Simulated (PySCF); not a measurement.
**BO at CAM-B3LYP**

Computed with CAM-B3LYP; PySCF, no relativity, basis sets B def2-TZVPPD, O def2-TZVPPD.

| Property | Result |
| --- | --- |
| state | ²Σ⁺ (doublet), unpaired electrons σ ↑ |
| bond length | 1.197 Å |
| harmonic wavenumber | 1951 cm⁻¹ |
| force constant | 14.6 mdyn/Å |
| rotational constant Be | 1.804 cm⁻¹ |
| anharmonicity ωexe | 11.1 cm⁻¹ |
| vibration–rotation constant αe | 0.0156 cm⁻¹ |
| well depth De to B + O | 195.0 kcal/mol |
| dissociation energy D0 | 192.2 kcal/mol |
| bond order (Mayer) | 2.43 |
| dipole moment (positive dipole means B(−)O(+)) | -2.48 D |

The state is the lowest determinant that a PBE0 search found; another state may lie lower at other levels.
